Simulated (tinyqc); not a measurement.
Inside a calculation. Method: extended Hueckel theory, for NH3. Computed by tinyqc, a small Python program that keeps every step (integrals from PySCF). Settings: charge = 0, K = 1.75, multiplicity = 1. Command: `OMP_NUM_THREADS=1 python tinyqc.py 29202 29203 out.jsonl` (the two numbers bound the seeds that draw the settings). One thread of a shared host (Intel(R) Xeon(R) Processor @ 2.60GHz), about 0.01 s of CPU time with the checks.

## Overlaps

Geometry (angstrom):
```
atom         x         y        z
N      0.00000   0.00000  0.27200
H      0.96600   0.00000  0.00000
H     -0.48300   0.83600  0.00000
H     -0.48300  -0.83600  0.00000
```

Parameters chosen for this run:
```
element  shell  Slater exponent  H_ii (eV)
N           2s          1.95000  -26.00000
N           2p          1.95000  -13.40000
H           1s          1.30000  -13.60000
```

Slater orbitals, each expanded in six Gaussians scaled to its exponent.

overlap S, order 1N 2s, 1N 2px, 1N 2py, 1N 2pz, 2H 1s, 3H 1s, 4H 1s:
$$\begin{pmatrix}
1.00000 & 0.00000 & 0.00000 & 0.00000 & 0.48800 & 0.48831 & 0.48831 \\
0.00000 & 1.00000 & 0.00000 & 0.00000 & 0.42985 & -0.21511 & -0.21511 \\
0.00000 & 0.00000 & 1.00000 & 0.00000 & 0.00000 & 0.37233 & -0.37233 \\
0.00000 & 0.00000 & 0.00000 & 1.00000 & -0.12103 & -0.12114 & -0.12114 \\
0.48800 & 0.42985 & 0.00000 & -0.12103 & 1.00000 & 0.17627 & 0.17627 \\
0.48831 & -0.21511 & 0.37233 & -0.12114 & 0.17627 & 1.00000 & 0.17652 \\
0.48831 & -0.21511 & -0.37233 & -0.12114 & 0.17627 & 0.17652 & 1.00000
\end{pmatrix}$$

## Wolfsberg-Helmholz matrix

diagonal H_ii (eV): 1N 2s -26.00000, 1N 2px -13.40000, 1N 2py -13.40000, 1N 2pz -13.40000, 2H 1s -13.60000, 3H 1s -13.60000, 4H 1s -13.60000

K = 1.75000

H_ij = K' S_ij (H_ii + H_jj)/2 for i != j (the diagonal keeps H_ii), with K' = 1.75.

H (eV), order 1N 2s, 1N 2px, 1N 2py, 1N 2pz, 2H 1s, 3H 1s, 4H 1s:
$$\begin{pmatrix}
-26.00000 & 0.00000 & 0.00000 & 0.00000 & -16.90936 & -16.91992 & -16.91992 \\
0.00000 & -13.40000 & 0.00000 & 0.00000 & -10.15519 & 5.08204 & 5.08204 \\
0.00000 & 0.00000 & -13.40000 & 0.00000 & 0.00000 & -8.79625 & 8.79625 \\
0.00000 & 0.00000 & 0.00000 & -13.40000 & 2.85943 & 2.86194 & 2.86194 \\
-16.90936 & -10.15519 & 0.00000 & 2.85943 & -13.60000 & -4.19531 & -4.19531 \\
-16.91992 & 5.08204 & -8.79625 & 2.86194 & -4.19531 & -13.60000 & -4.20117 \\
-16.91992 & 5.08204 & 8.79625 & 2.86194 & -4.19531 & -4.20117 & -13.60000
\end{pmatrix}$$

## Orbitals

valence electrons = 8

Solve H C = S C e through S^(-1/2); fill by pairs from the bottom, a degenerate level sharing its electrons equally; each orbital has its largest coefficient positive (the first on a tie).

orbital energies (eV): [-27.99905, -16.60244, -16.60146, -13.60135, 3.16684, 3.17636, 19.81307]

occupations: [2.00000, 2.00000, 2.00000, 2.00000, 0.00000, 0.00000, 0.00000]

coefficients, order 1N 2s, 1N 2px, 1N 2py, 1N 2pz, 2H 1s, 3H 1s, 4H 1s:
$$\begin{pmatrix}
0.75181 & 0.00010 & 0.00000 & 0.13421 & 0.00124 & 0.00000 & 1.27326 \\
0.00003 & 0.62872 & 0.00000 & -0.00006 & 1.05459 & 0.00000 & -0.00177 \\
0.00000 & 0.00000 & 0.62885 & 0.00000 & 0.00000 & 1.05458 & 0.00000 \\
0.01679 & 0.00006 & 0.00000 & 0.97626 & -0.00034 & 0.00000 & -0.34748 \\
0.15421 & 0.44459 & 0.00000 & -0.05401 & -1.01195 & 0.00000 & -0.72960 \\
0.15432 & -0.22221 & 0.38493 & -0.05396 & 0.50468 & -0.87590 & -0.73211 \\
0.15432 & -0.22221 & -0.38493 & -0.05396 & 0.50468 & 0.87590 & -0.73211
\end{pmatrix}$$

sum of one-electron energies = -149.60861 eV

## Mulliken analysis

P = C n C^T; charge = valence electrons (N 5, H 1) minus the sum of (P S)_ii on the atom; overlap population = 2 sum P_ij S_ij between two atoms.

charges: 1N -0.73070, 2H 0.24353, 3H 0.24359, 4H 0.24359

Overlap populations:
```
pair      value
2-1    0.717145
3-1    0.717420
3-2   -0.050824
4-1    0.717420
4-2   -0.050824
4-3   -0.050886
```
